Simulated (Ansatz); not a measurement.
# Se (model structure, started from the hcp type, P6₃/mmc, No. 194, 2 atoms in the cell)

Level of theory: PBEsol (Ansatz, a program for electronic structure, plane waves, PAW).

Settings: plane-wave cutoff 500 eV, 18×18×8 k mesh (along the axes of the cell as run), Fermi–Dirac smearing 0.05 eV, scalar-relativistic PAW data made under PBE.

Cell (relaxed at this level):

```xyz
2
Lattice="3.5625 0.0000 0.0000 -1.7812 3.0852 0.0000 0.0000 0.0000 3.8171" Properties=species:S:1:pos:R:3 pbc="T T T"
Se     0.0000     2.0568     0.9543
Se     1.7812     1.0284     2.8628
```

```json
{
 "band_gap": "none"
}
```

Note: the relaxation could raise the start's symmetry but not lower it, so the cell can be a saddle point.

Spin–orbit coupling is not included.

Static lattice: no zero-point or thermal effects.

Cost on a shared machine: very roughly 2.0 core-minutes.

A model structure was made by putting elements into a prototype or built by hand; it is no filed structure, need not be a known phase, and can be a saddle point held by its symmetry.
